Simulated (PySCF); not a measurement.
Compound: bicyclo[3.1.0]hex-2-ene, C₆H₈.
SMILES with atom numbers: `[CH:1]1=[CH:2][C@H:3]2[CH2:4][C@H:5]2[CH2:6]1` (hydrogens: H7 on C1; H8 on C2; H9 on C3; H10, H11 on C4; H12 on C5; H13, H14 on C6)

Geometry (PBE0-D3(BJ)/def2-SVP, Å), atoms numbered from 1 in this order:
```xyz
14
C6H8 angstrom
C     -1.5060   -0.1681    0.1769
C     -0.9605    1.0542    0.2342
C      0.4627    1.0374   -0.2005
C      1.3762    0.2000    0.6587
C      0.7467   -0.4084   -0.5565
C     -0.5490   -1.1872   -0.3864
H     -2.5167   -0.4201    0.5075
H     -1.4672    1.9540    0.5910
H      0.8802    1.8762   -0.7649
H      2.4493    0.4055    0.6092
H      1.0097   -0.0929    1.6479
H      1.3994   -0.6513   -1.3986
H     -0.9129   -1.5808   -1.3526
H     -0.4313   -2.0623    0.2772
```

All values: CAM-B3LYP/def2-SVPD (PySCF, non-relativistic), on one gas-phase PBE0-D3(BJ)/def2-SVP geometry that isn't relaxed in the solvent. The solvent is an IEF-PCM continuum (Bondi radii, 1.10 Å for H, scaled by 1.2), and excitations are vertical TDDFT with non-equilibrium linear response and a frozen core. The model holds no explicit solvent molecules, cavitation or dispersion.

Gas-phase singlets (H = HOMO, L = LUMO):

| state | E (eV) | λ (nm) | f | leading configurations |
| --- | --- | --- | --- | --- |
| S1 | 6.356 | 195 | 0.144 | H→L 91% |
| S2 | 6.636 | 187 | 0.007 | H→L+1 88% |
| S3 | 7.274 | 170 | 0.017 | H→L+2 75% |
| S4 | 7.320 | 169 | 0.021 | H-1→L 83% |
| S5 | 7.389 | 168 | 0.004 | H→L+3 81%, H→L+2 10% |

Give the list for cyclohexane (ε = 2.017), n² = 2.04.

```json
{"state": "S1", "E (eV)": "6.269", "λ (nm)": "198", "f": "0.194", "leading configurations": "H→L 92%", "change by rank (eV)": "-0.087"}
{"state": "S2", "E (eV)": "6.640", "λ (nm)": "187", "f": "0.011", "leading configurations": "H→L+1 88%", "change by rank (eV)": "+0.004"}
{"state": "S3", "E (eV)": "7.280", "λ (nm)": "170", "f": "0.024", "leading configurations": "H-1→L 77%, H→L+2 13%", "change by rank (eV)": "+0.006"}
{"state": "S4", "E (eV)": "7.310", "λ (nm)": "170", "f": "0.029", "leading configurations": "H→L+2 65%, H-1→L 14%, H→L+3 8%", "change by rank (eV)": "-0.010"}
{"state": "S5", "E (eV)": "7.413", "λ (nm)": "167", "f": "0.003", "leading configurations": "H→L+3 81%, H→L+2 10%", "change by rank (eV)": "+0.024"}
```

How does the list change in acetone (ε = 20.49)?

```json
{"state": "S1", "E (eV)": "6.278", "λ (nm)": "197", "f": "0.185", "leading configurations": "H→L 93%", "change by rank (eV)": "-0.078"}
{"state": "S2", "E (eV)": "6.676", "λ (nm)": "186", "f": "0.013", "leading configurations": "H→L+1 90%", "change by rank (eV)": "+0.040"}
{"state": "S3", "E (eV)": "7.255", "λ (nm)": "171", "f": "0.026", "leading configurations": "H-1→L 92%", "change by rank (eV)": "-0.019"}
{"state": "S4", "E (eV)": "7.381", "λ (nm)": "168", "f": "0.027", "leading configurations": "H→L+2 81%", "change by rank (eV)": "+0.061"}
{"state": "S5", "E (eV)": "7.470", "λ (nm)": "166", "f": "0.003", "leading configurations": "H→L+3 88%", "change by rank (eV)": "+0.081"}
```

The ground-state energy changes by -0.068 eV from gas to acetone. By how much does the total energy of gas-phase S1 change?

E(S1) = E(S0) + excitation energy, so it changes by -0.068 − 0.078 = -0.146 eV: it is lowered more than the ground state, which is what a red shift means. This is the vertical state, with the slow part of the continuum still set for S0.

How do the frontier levels move from gas to acetone?

```tsv
orbital	gas (eV)	solvent (eV)	change (eV)	Löwdin shares, gas	Löwdin shares, solvent
LUMO+2	2.16	2.30	+0.14	H9 13 %, C1 13 %, H14 10 %, C3 10 %	C1 14 %, H9 13 %, H12 11 %, H7 10 %
LUMO+1	1.62	1.71	+0.09	C1 11 %, C6 10 %, H13 10 %, C2 10 %	C1 13 %, C2 11 %, C6 10 %, H13 9 %
LUMO	1.43	1.45	+0.02	C1 26 %, C2 26 %, C4 10 %, H8 6 %	C1 27 %, C2 27 %, C4 9 %, H8 6 %
HOMO	-7.93	-7.92	+0.01	C1 29 %, C2 25 %, C3 12 %, C4 11 %	C1 28 %, C2 25 %, C3 12 %, C4 12 %
HOMO-1	-9.35	-9.28	+0.07	C5 34 %, C3 20 %, C4 17 %, C6 8 %	C5 34 %, C3 20 %, C4 17 %, C6 8 %
HOMO-2	-10.49	-10.46	+0.03	C4 23 %, C3 22 %, C2 14 %, C5 13 %	C4 23 %, C3 22 %, C2 14 %, C5 12 %
HOMO-3	-10.92	-10.84	+0.08	C1 17 %, C6 15 %, C4 13 %, C5 12 %	C1 17 %, C6 15 %, C4 14 %, C5 12 %
```

The HOMO–LUMO gap goes from 9.36 to 9.37 eV. Rows go by rank; for LUMO+2 the atom shares or the degeneracy differ between the runs, so the row needn't follow one orbital.
